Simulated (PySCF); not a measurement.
Solvent effects on NMR parameters

Mapped SMILES: `[F:1][P:2]([F:3])[PH2:4]`. Each H is labelled by its parent atom.

GIAO PBE0/pcSseg-1 in PySCF 2.14 on one PBE0-D3(BJ)/def2-SVP conformer, non-relativistic, equivalent nuclei averaged. Solvents enter as an IEF-PCM continuum (chloroform with ε = 4.7, water with ε = 78.4) around the gas-phase geometry. Shifts are referred to CFCl3, PH3, TMS computed in the same medium.

In chloroform, δ in ppm: F1/F3 -101.2, P2 598.0, P4 113.2, H(P4) 3.15. Dipole moment 2.72 D.

Problem. How does each δ change in the more polar medium?

Solution. 
| atoms | environment | Δδ, water |
| --- | --- | --- |
| F1/F3 | fluorine bonded to P | -0.4 |
| P2 | phosphorus bonded to 2 F, P | +2.2 |
| P4 | phosphorus bonded to P, 2 H | +0.8 |
| H(P4) | hydrogen on a phosphorus bonded to P | +0.17 |

Changes are relative to chloroform. The dipole moment becomes 2.96 D in water.

Problem. Which nuclei move most (in ppm), and what does the model miss?

Solution. P2 (phosphorus bonded to 2 F, P, +2.2 ppm) in water. A continuum only polarises the solute; specific hydrogen bonds, the anisotropy of aromatic solvents and changes of geometry or conformer are outside it.
